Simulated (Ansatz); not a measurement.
A calculation with Ansatz (development build ahead of 0.2.0).

```yaml
crystal:
  periodic: [false, false, false]
  atoms:
    - { symbol: C, position_ang: [0.00764, 0.00643, -1.11705] }
    - { symbol: S, position_ang: [0.00853, -0.00499, 0.41717] }
basis:
  gaussian: { orbitals: STO-3G }
hamiltonian:
  xc: hf
correlation:
  method: mp2
  frozen_orbitals: { C: 1, S: 5 }
```

The input is written out in the form of the current development build from the run's settings.

Results

- Converged: yes
- Reference energy: -430.47133 hartree
- Correlation energy: -0.12272 hartree
- Total energy: -430.59405 hartree
- Spin squared of the determinant: 0.000
